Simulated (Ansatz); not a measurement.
A calculation with Ansatz (development build ahead of 0.2.0).

```yaml
crystal:
  periodic: [false, false, false]
  atoms:
    - { symbol: F, position_ang: [-1.26348, -1.11, 0.46441] }
    - { symbol: H, position_ang: [-0.09766, -0.21546, 0.18453] }
    - { symbol: F, position_ang: [0.69641, 0.3462, 0.04714] }
    - { symbol: H, position_ang: [0.65797, 0.96183, -0.66257] }
basis:
  gaussian: { orbitals: def2-SVP }
total_charge: 1
magnetization:
  spin_polarized: true
  initial_magnetization: 1
hamiltonian:
  xc: hf
correlation:
  method: mp2
  frozen_orbitals: { F: 1, H: 0 }
output:
  forces: true
```

The input is written out in the form of the current development build from the run's settings.

The run gave:

```yaml
Converged: yes
Reference_energy: -199.42886 hartree
Correlation_energy: -0.34790 hartree
Total_energy: -199.77676 hartree
Spin_squared_of_the_determinant: 0.753
Stability_test: minimum
```

Forces (eV/Å):
```csv
atom,Fx,Fy,Fz
F1,0.137,0.101,-0.029
H2,-0.970,-0.572,0.040
F3,1.016,-0.116,0.755
H4,-0.183,0.587,-0.766
```
